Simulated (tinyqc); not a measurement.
RHF in the sto-3g basis, for BH3, spin multiplicity 1, step by step (part 2 of 2). Computed by tinyqc, a small Python program that keeps every step (integrals from PySCF). Command: `OMP_NUM_THREADS=1 python tinyqc.py 29486 29487 out.jsonl` (the two numbers bound the seeds that draw the settings). One thread of a shared host (Intel(R) Xeon(R) Processor @ 2.60GHz), about 0.08 s of CPU time with the checks.

Geometry (angstrom):
```
atom        x        y       z
B      0.0000   0.0000  0.0030
H      1.1630   0.0000  0.0000
H     -0.5810   1.0070  0.0000
H     -0.5810  -1.0070  0.0000
```

## Iteration 1: diagonalisation and new density

Fock matrix F (hartree), order 1B 1s, 1B 2s, 1B 2px, 1B 2py, 1B 2pz, 2H 1s, 3H 1s, 4H 1s:
```
[[-7.7090, -2.1754, 0.1515, -0.1236, 0.0520, -0.4248, -0.6096, -0.5377],
 [-2.1754, -1.0767, -0.0231, 0.0211, 0.0538, -0.4289, -0.4050, -0.4946],
 [0.1515, -0.0231, -0.2495, -0.0341, -0.0161, -0.2283, 0.0419, 0.1510],
 [-0.1236, 0.0211, -0.0341, -0.0830, 0.0928, 0.0525, -0.2385, 0.1873],
 [0.0520, 0.0538, -0.0161, 0.0928, -0.0746, 0.0080, 0.0717, 0.1007],
 [-0.4248, -0.4289, -0.2283, 0.0525, 0.0080, -0.1531, -0.1132, -0.1754],
 [-0.6096, -0.4050, 0.0419, -0.2385, 0.0717, -0.1132, -0.2603, -0.1059],
 [-0.5377, -0.4946, 0.1510, 0.1873, 0.1007, -0.1754, -0.1059, -0.2336]]
```

X, order 1B 1s, 1B 2s, 1B 2px, 1B 2py, 1B 2pz, 2H 1s, 3H 1s, 4H 1s:
```
[[1.0336, -0.1833, 0.0000, 0.0000, 0.0001, 0.0280, 0.0280, 0.0280],
 [-0.1833, 1.4772, -0.0001, 0.0000, -0.0011, -0.3686, -0.3689, -0.3689],
 [0.0000, -0.0001, 1.2267, 0.0000, 0.0000, -0.3812, 0.1906, 0.1906],
 [0.0000, 0.0000, 0.0000, 1.2270, 0.0000, 0.0000, -0.3304, 0.3304],
 [0.0001, -0.0011, 0.0000, 0.0000, 1.0000, 0.0009, 0.0009, 0.0009],
 [0.0280, -0.3686, -0.3812, 0.0000, 0.0009, 1.2973, -0.0187, -0.0187],
 [0.0280, -0.3689, 0.1906, -0.3304, 0.0009, -0.0187, 1.2976, -0.0188],
 [0.0280, -0.3689, 0.1906, 0.3304, 0.0009, -0.0187, -0.0188, 1.2976]]
```

Diagonalise F' = X^T F X, C = X C', fill 4 alpha and 4 beta electrons from the bottom; D = 2 C_occ C_occ^T. Each column has its largest component positive (the first on a tie).

F' = X^T F X (hartree):
```
[[-7.5263, -1.1652, 0.1385, -0.1317, 0.0492, 0.0315, -0.0916, -0.0604],
 [-1.1652, -0.3908, -0.0534, 0.0215, 0.0030, -0.2525, -0.1885, -0.3277],
 [0.1385, -0.0534, -0.0777, -0.0342, 0.0101, -0.2764, 0.0398, 0.2064],
 [-0.1317, 0.0215, -0.0342, 0.1896, 0.1234, 0.0581, -0.3340, 0.2568],
 [0.0492, 0.0030, 0.0101, 0.1234, -0.0744, -0.0050, 0.0388, 0.1385],
 [0.0315, -0.2525, -0.2764, 0.0581, -0.0050, 0.1994, -0.0177, -0.0862],
 [-0.0916, -0.1885, 0.0398, -0.3340, 0.0388, -0.0177, 0.0235, -0.0209],
 [-0.0604, -0.3277, 0.2064, 0.2568, 0.1385, -0.0862, -0.0209, 0.1507]]
```

orbital energies (hartree): [-7.7199, -0.5550, -0.3327, -0.2836, -0.0740, 0.3770, 0.4640, 0.6183]

coefficients C, order 1B 1s, 1B 2s, 1B 2px, 1B 2py, 1B 2pz, 2H 1s, 3H 1s, 4H 1s:
```
[[0.9920, -0.2471, 0.0016, 0.0307, -0.0677, -0.2269, -0.0135, 0.0436],
 [0.0407, 0.7997, -0.0547, 0.0848, 0.2561, 1.3500, 0.0147, -0.2901],
 [-0.0154, 0.1427, 0.6069, 0.4653, -0.2305, 0.0275, -0.9902, 0.2881],
 [0.0193, -0.0601, 0.3654, -0.3199, -0.0538, 0.3128, 0.4069, 1.1036],
 [-0.0070, -0.0979, -0.1048, 0.3876, 0.8770, -0.0911, -0.0375, 0.2242],
 [-0.0238, 0.1331, 0.0132, 0.2075, -0.0914, -0.8563, 1.0740, -0.0943],
 [-0.0182, 0.0073, 0.4952, -0.4227, 0.2734, -0.8728, -0.6322, -0.5535],
 [-0.0103, 0.2324, -0.2953, -0.2141, -0.2713, -0.5953, -0.3702, 1.1022]]
```

D after iteration 1, order 1B 1s, 1B 2s, 1B 2px, 1B 2py, 1B 2pz, 2H 1s, 3H 1s, 4H 1s:
```
[[2.0923, -0.3094, -0.0706, 0.0494, 0.0579, -0.1002, -0.0642, -0.1494],
 [-0.3094, 1.3028, 0.2395, -0.1888, -0.0799, 0.2446, -0.1156, 0.3668],
 [-0.0706, 0.2395, 1.2107, 0.1281, 0.2057, 0.2478, 0.2103, -0.4910],
 [0.0494, -0.1888, 0.1281, 0.4797, -0.3131, -0.1400, 0.6307, -0.1072],
 [0.0579, -0.0799, 0.2057, -0.3131, 0.3417, 0.1324, -0.4326, -0.1494],
 [-0.1002, 0.2446, 0.2478, -0.1400, 0.1324, 0.1230, -0.1595, -0.0343],
 [-0.0642, -0.1156, 0.2103, 0.6307, -0.4326, -0.1595, 0.8484, -0.1077],
 [-0.1494, 0.3668, -0.4910, -0.1072, -0.1494, -0.0343, -0.1077, 0.3742]]
```

## Iteration 2: building the Fock matrix

core Hamiltonian H = T + V (hartree), order 1B 1s, 1B 2s, 1B 2px, 1B 2py, 1B 2pz, 2H 1s, 3H 1s, 4H 1s:
```
[[-13.6864, -3.5551, 0.0000, 0.0000, 0.0002, -0.9427, -0.9436, -0.9436],
 [-3.5551, -4.7241, 0.0000, 0.0000, 0.0013, -2.1075, -2.1086, -2.1086],
 [0.0000, 0.0000, -3.9924, 0.0000, 0.0000, -1.8683, 0.9340, 0.9340],
 [0.0000, 0.0000, 0.0000, -3.9926, 0.0000, 0.0000, -1.6188, 1.6188],
 [0.0002, 0.0013, 0.0000, 0.0000, -3.8030, 0.0051, 0.0051, 0.0051],
 [-0.9427, -2.1075, -1.8683, 0.0000, 0.0051, -3.2302, -0.5193, -0.5193],
 [-0.9436, -2.1086, 0.9340, -1.6188, 0.0051, -0.5193, -3.2309, -0.5192],
 [-0.9436, -2.1086, 0.9340, 1.6188, 0.0051, -0.5193, -0.5192, -3.2309]]
```

nuclear repulsion = 7.615036 hartree

Given earlier and not repeated: Two-electron integrals (ij|kl) in chemists' order.

J_ij = sum D_kl (ij|kl), K_ij = sum D_kl (ik|jl); F = H + J - 0.5 K; E = tr D H + tr D J / 2 - 0.25 tr D K + E_nn.

Coulomb J (hartree), order 1B 1s, 1B 2s, 1B 2px, 1B 2py, 1B 2pz, 2H 1s, 3H 1s, 4H 1s:
```
[[9.5936, 2.0179, 0.0028, -0.0020, -0.0100, 0.5302, 0.5297, 0.5303],
 [2.0179, 4.4523, -0.0123, 0.0035, -0.0502, 1.9346, 1.9713, 1.9565],
 [0.0028, -0.0123, 4.4903, 0.0033, 0.0213, 1.8519, -0.9554, -0.9490],
 [-0.0020, 0.0035, 0.0033, 4.4902, -0.0246, 0.0016, 1.6540, -1.6306],
 [-0.0100, -0.0502, 0.0213, -0.0246, 4.3633, -0.0136, -0.0318, -0.0179],
 [0.5302, 1.9346, 1.8519, 0.0016, -0.0136, 3.3233, 0.4547, 0.4521],
 [0.5297, 1.9713, -0.9554, 1.6540, -0.0318, 0.4547, 3.5105, 0.4575],
 [0.5303, 1.9565, -0.9490, -1.6306, -0.0179, 0.4521, 0.4575, 3.4238]]
```

exchange K (hartree), order 1B 1s, 1B 2s, 1B 2px, 1B 2py, 1B 2pz, 2H 1s, 3H 1s, 4H 1s:
```
[[5.9328, 1.1249, -0.0027, 0.0137, 0.0000, 0.3016, 0.3020, 0.2988],
 [1.1249, 1.4842, 0.0839, -0.0633, -0.1625, 0.7637, 0.7136, 0.7989],
 [-0.0027, 0.0839, 1.2816, 0.0904, 0.2106, 0.7016, -0.2542, -0.4256],
 [0.0137, -0.0633, 0.0904, 1.0707, -0.2299, -0.0308, 0.6291, -0.5753],
 [0.0000, -0.1625, 0.2106, -0.2299, 0.5027, 0.0434, -0.2801, -0.0607],
 [0.3016, 0.7637, 0.7016, -0.0308, 0.0434, 0.8992, 0.1899, 0.1982],
 [0.3020, 0.7136, -0.2542, 0.6291, -0.2801, 0.1899, 1.1391, 0.1804],
 [0.2988, 0.7989, -0.4256, -0.5753, -0.0607, 0.1982, 0.1804, 1.0685]]
```

Fock matrix F (hartree), order 1B 1s, 1B 2s, 1B 2px, 1B 2py, 1B 2pz, 2H 1s, 3H 1s, 4H 1s:
```
[[-7.0592, -2.0996, 0.0041, -0.0089, -0.0098, -0.5633, -0.5649, -0.5627],
 [-2.0996, -1.0138, -0.0543, 0.0351, 0.0324, -0.5547, -0.4941, -0.5516],
 [0.0041, -0.0543, -0.1429, -0.0418, -0.0840, -0.3671, 0.1056, 0.1978],
 [-0.0089, 0.0351, -0.0418, -0.0378, 0.0903, 0.0170, -0.2794, 0.2759],
 [-0.0098, 0.0324, -0.0840, 0.0903, 0.3089, -0.0302, 0.1133, 0.0176],
 [-0.5633, -0.5547, -0.3671, 0.0170, -0.0302, -0.3565, -0.1595, -0.1662],
 [-0.5649, -0.4941, 0.1056, -0.2794, 0.1133, -0.1595, -0.2899, -0.1520],
 [-0.5627, -0.5516, 0.1978, 0.2759, 0.0176, -0.1662, -0.1520, -0.3414]]
```

total energy of this density = -25.600829 hartree

## Iteration 2: DIIS over 2 matrices

error matrix X^T (FDS - SDF) X:
```
[[0.0000, -0.0922, 0.0077, -0.0812, 0.0037, 0.0164, 0.1193, -0.0045],
 [0.0922, 0.0000, -0.0093, -0.1697, 0.1658, 0.3602, 0.1318, 0.2406],
 [-0.0077, 0.0093, 0.0000, 0.2564, -0.1117, 0.4598, 0.0211, -0.2098],
 [0.0812, 0.1697, -0.2564, 0.0000, 0.0625, 0.0259, -0.0094, -0.1181],
 [-0.0037, -0.1658, 0.1117, -0.0625, 0.0000, 0.0321, -0.2390, -0.0382],
 [-0.0164, -0.3602, -0.4598, -0.0259, -0.0321, 0.0000, -0.0677, 0.0818],
 [-0.1193, -0.1318, -0.0211, 0.0094, 0.2390, 0.0677, 0.0000, -0.2931],
 [0.0045, -0.2406, 0.2098, 0.1181, 0.0382, -0.0818, 0.2931, 0.0000]]
```

B (overlaps of the stored error matrices):
```
[[1.2582313e+02, 3.7030605e+00],
 [3.7030605e+00, 1.6011623e+00]]
```

Minimise |sum c_i e_i|^2 with sum c_i = 1: solve [B -1; -1 0][c; lambda] = [0; -1] with B_ij = tr e_i^T e_j, and take F = sum c_i F_i.

DIIS coefficients: [-0.0175, 1.0175]

extrapolated F (hartree), order 1B 1s, 1B 2s, 1B 2px, 1B 2py, 1B 2pz, 2H 1s, 3H 1s, 4H 1s:
```
[[-7.0479, -2.0983, 0.0016, -0.0069, -0.0109, -0.5658, -0.5641, -0.5631],
 [-2.0983, -1.0127, -0.0548, 0.0354, 0.0320, -0.5569, -0.4956, -0.5526],
 [0.0016, -0.0548, -0.1410, -0.0420, -0.0852, -0.3696, 0.1067, 0.1986],
 [-0.0069, 0.0354, -0.0420, -0.0370, 0.0903, 0.0164, -0.2801, 0.2774],
 [-0.0109, 0.0320, -0.0852, 0.0903, 0.3156, -0.0309, 0.1141, 0.0161],
 [-0.5658, -0.5569, -0.3696, 0.0164, -0.0309, -0.3600, -0.1604, -0.1661],
 [-0.5641, -0.4956, 0.1067, -0.2801, 0.1141, -0.1604, -0.2905, -0.1528],
 [-0.5631, -0.5526, 0.1986, 0.2774, 0.0161, -0.1661, -0.1528, -0.3433]]
```

## Iteration 2: diagonalisation and new density

As before.

F' = X^T F X (hartree):
```
[[-6.8516, -1.1655, 0.0114, -0.0129, -0.0142, -0.0831, -0.0821, -0.0779],
 [-1.1655, -0.0560, -0.0598, 0.0386, 0.0115, -0.4076, -0.3782, -0.4286],
 [0.0114, -0.0598, 0.2373, -0.0368, -0.0679, -0.4865, 0.1871, 0.2866],
 [-0.0129, 0.0386, -0.0368, 0.3606, 0.0784, 0.0229, -0.4516, 0.3980],
 [-0.0142, 0.0115, -0.0679, 0.0784, 0.3158, -0.0217, 0.0905, 0.0213],
 [-0.0831, -0.4076, -0.4865, 0.0229, -0.0217, 0.1220, -0.0458, -0.0568],
 [-0.0821, -0.3782, 0.1871, -0.4516, 0.0905, -0.0458, 0.1558, -0.0459],
 [-0.0779, -0.4286, 0.2866, 0.3980, 0.0213, -0.0568, -0.0459, 0.1378]]
```

orbital energies (hartree): [-7.0551, -0.5882, -0.4000, -0.3357, 0.3418, 0.7445, 0.8242, 0.8900]

coefficients C, order 1B 1s, 1B 2s, 1B 2px, 1B 2py, 1B 2pz, 2H 1s, 3H 1s, 4H 1s:
```
[[0.9893, -0.2294, 0.0243, -0.0228, -0.0273, -0.2296, 0.1259, -0.0504],
 [0.0440, 0.5454, -0.0536, 0.0154, 0.1001, 1.3184, -0.7018, 0.2836],
 [-0.0003, 0.1016, 0.4873, -0.1197, -0.0226, 0.5778, 1.0435, -0.1934],
 [0.0013, -0.0399, 0.1548, 0.4247, 0.0129, -0.1029, 0.2600, 1.1999],
 [0.0013, -0.0242, 0.0742, -0.1873, 0.9763, -0.0646, 0.0101, 0.0377],
 [-0.0074, 0.3446, 0.4025, -0.1799, -0.1273, -1.1680, -0.5201, 0.0371],
 [-0.0090, 0.1831, -0.0307, 0.6202, 0.1405, -0.3524, 0.5344, -1.0574],
 [-0.0076, 0.2841, -0.4780, -0.2160, -0.0608, -0.4867, 1.0125, 0.5876]]
```

D after iteration 2, order 1B 1s, 1B 2s, 1B 2px, 1B 2py, 1B 2pz, 2H 1s, 3H 1s, 4H 1s:
```
[[2.0649, -0.1664, -0.0181, 0.0090, 0.0259, -0.1450, -0.1316, -0.1587],
 [-0.1664, 0.6050, 0.0548, -0.0469, -0.0401, 0.3264, 0.2214, 0.3538],
 [-0.0181, 0.0548, 0.5242, 0.0411, 0.1123, 0.5053, -0.1411, -0.3565],
 [0.0090, -0.0469, 0.0411, 0.4119, -0.1342, -0.0557, 0.5027, -0.3541],
 [0.0259, -0.0401, 0.1123, -0.1342, 0.0824, 0.1104, -0.2458, -0.0039],
 [-0.1450, 0.3264, 0.5053, -0.0557, 0.1104, 0.6263, -0.1215, -0.1112],
 [-0.1316, 0.2214, -0.1411, 0.5027, -0.2458, -0.1215, 0.8384, -0.1344],
 [-0.1587, 0.3538, -0.3565, -0.3541, -0.0039, -0.1112, -0.1344, 0.7118]]
```

## Iteration 9 (converged): orbitals

converged F (hartree), order 1B 1s, 1B 2s, 1B 2px, 1B 2py, 1B 2pz, 2H 1s, 3H 1s, 4H 1s:
```
[[-7.4089, -2.1763, 0.0000, 0.0000, -0.0001, -0.5849, -0.5855, -0.5855],
 [-2.1763, -1.1130, 0.0001, 0.0000, 0.0009, -0.5894, -0.5897, -0.5897],
 [0.0000, 0.0001, -0.2170, 0.0000, 0.0000, -0.4010, 0.2005, 0.2005],
 [0.0000, 0.0000, 0.0000, -0.2173, 0.0000, 0.0000, -0.3474, 0.3474],
 [-0.0001, 0.0009, 0.0000, 0.0000, 0.2380, 0.0008, 0.0008, 0.0008],
 [-0.5849, -0.5894, -0.4010, 0.0000, 0.0008, -0.4217, -0.1718, -0.1718],
 [-0.5855, -0.5897, 0.2005, -0.3474, 0.0008, -0.1718, -0.4220, -0.1718],
 [-0.5855, -0.5897, 0.2005, 0.3474, 0.0008, -0.1718, -0.1718, -0.4220]]
```

As before.

F' = X^T F X (hartree):
```
[[-7.2134, -1.1816, 0.0000, 0.0000, 0.0000, -0.0851, -0.0853, -0.0853],
 [-1.1816, -0.1217, 0.0000, 0.0000, -0.0007, -0.4216, -0.4219, -0.4219],
 [0.0000, 0.0000, 0.1814, 0.0000, 0.0000, -0.5079, 0.2539, 0.2539],
 [0.0000, 0.0000, 0.0000, 0.1816, 0.0000, 0.0000, -0.4401, 0.4401],
 [0.0000, -0.0007, 0.0000, 0.0000, 0.2380, 0.0010, 0.0010, 0.0010],
 [-0.0851, -0.4216, -0.5079, 0.0000, 0.0010, 0.0715, -0.0518, -0.0518],
 [-0.0853, -0.4219, 0.2539, -0.4401, 0.0010, -0.0518, 0.0716, -0.0519],
 [-0.0853, -0.4219, 0.2539, 0.4401, 0.0010, -0.0518, -0.0519, 0.0716]]
```

orbital energies (hartree): [-7.4145, -0.6749, -0.4705, -0.4703, 0.2380, 0.7223, 0.7750, 0.7756]

coefficients C, order 1B 1s, 1B 2s, 1B 2px, 1B 2py, 1B 2pz, 2H 1s, 3H 1s, 4H 1s:
```
[[0.9909, -0.2295, 0.0000, 0.0000, -0.0010, -0.2643, 0.0004, 0.0000],
 [0.0376, 0.5486, 0.0000, 0.0001, 0.0047, 1.5236, -0.0024, 0.0000],
 [0.0000, -0.0001, 0.0007, 0.5091, 0.0000, 0.0017, 1.2098, -0.0002],
 [0.0000, 0.0000, 0.5091, -0.0007, 0.0000, 0.0000, 0.0002, 1.2103],
 [0.0000, -0.0005, 0.0000, 0.0000, 1.0000, -0.0055, 0.0000, 0.0000],
 [-0.0065, 0.2798, 0.0007, 0.5143, -0.0015, -0.7677, -1.0165, 0.0002],
 [-0.0065, 0.2800, 0.4449, -0.2576, -0.0015, -0.7659, 0.5098, -0.8818],
 [-0.0065, 0.2800, -0.4456, -0.2564, -0.0015, -0.7659, 0.5101, 0.8816]]
```

D after iteration 9, order 1B 1s, 1B 2s, 1B 2px, 1B 2py, 1B 2pz, 2H 1s, 3H 1s, 4H 1s:
```
[[2.0690, -0.1773, 0.0000, 0.0000, 0.0002, -0.1414, -0.1414, -0.1414],
 [-0.1773, 0.6048, 0.0000, 0.0000, -0.0006, 0.3066, 0.3067, 0.3067],
 [0.0000, 0.0000, 0.5184, 0.0000, 0.0000, 0.5236, -0.2618, -0.2618],
 [0.0000, 0.0000, 0.0000, 0.5184, 0.0000, 0.0000, 0.4533, -0.4533],
 [0.0002, -0.0006, 0.0000, 0.0000, 0.0000, -0.0003, -0.0003, -0.0003],
 [-0.1414, 0.3066, 0.5236, 0.0000, -0.0003, 0.6856, -0.1076, -0.1076],
 [-0.1414, 0.3067, -0.2618, 0.4533, -0.0003, -0.1076, 0.6855, -0.1075],
 [-0.1414, 0.3067, -0.2618, -0.4533, -0.0003, -0.1076, -0.1075, 0.6855]]
```

## Convergence

Stop when the energy changes by less than 1e-08 hartree and every element of the error matrix X^T (F D S - S D F) X is below 3e-05.

Course of the cycle:
```
iteration  E (hartree)     change  largest element of the error matrix
1           -15.790685          -                             6.09e+00
2           -25.600829  -9.81e+00                             4.60e-01
3           -26.025794  -4.25e-01                             8.93e-02
4           -26.063661  -3.79e-02                             4.31e-02
5           -26.069807  -6.15e-03                             1.37e-02
6           -26.070659  -8.52e-04                             2.04e-03
7           -26.070685  -2.67e-05                             1.87e-04
8           -26.070686  -1.84e-07                             2.47e-05
9           -26.070686  -1.29e-09                             3.58e-06
```

PySCF RHF in the same basis = -26.070686 hartree

Converged in 9 iterations.

## Populations, bond orders and dipole

overlap S, order 1B 1s, 1B 2s, 1B 2px, 1B 2py, 1B 2pz, 2H 1s, 3H 1s, 4H 1s:
```
[[1.0000, 0.2693, 0.0000, 0.0000, 0.0000, 0.0707, 0.0708, 0.0708],
 [0.2693, 1.0000, 0.0000, 0.0000, 0.0000, 0.4899, 0.4901, 0.4901],
 [0.0000, 0.0000, 1.0000, 0.0000, 0.0000, 0.4971, -0.2485, -0.2485],
 [0.0000, 0.0000, 0.0000, 1.0000, 0.0000, 0.0000, 0.4307, -0.4307],
 [0.0000, 0.0000, 0.0000, 0.0000, 1.0000, -0.0013, -0.0013, -0.0013],
 [0.0707, 0.4899, 0.4971, 0.0000, -0.0013, 1.0000, 0.1165, 0.1165],
 [0.0708, 0.4901, -0.2485, 0.4307, -0.0013, 0.1165, 1.0000, 0.1165],
 [0.0708, 0.4901, -0.2485, -0.4307, -0.0013, 0.1165, 0.1165, 1.0000]]
```

Mulliken: Z minus the diagonal of D S on the atom; Loewdin: the same with S^(1/2) D S^(1/2); Mayer order: 2 sum_s sum (D(s) S)_ij (D(s) S)_ji over the two atoms.

Charges (e):
```
atom  Mulliken  Loewdin
1B      0.1832   0.1608
2H     -0.0611  -0.0536
3H     -0.0610  -0.0536
4H     -0.0610  -0.0536
```

Mayer bond orders:
```
pair   order
2-1   0.9945
3-1   0.9945
3-2   0.0009
4-1   0.9945
4-2   0.0009
4-3   0.0009
```

dipole moment about the origin, x y z (debye): [-0.0005, 0.0000, 0.0093]
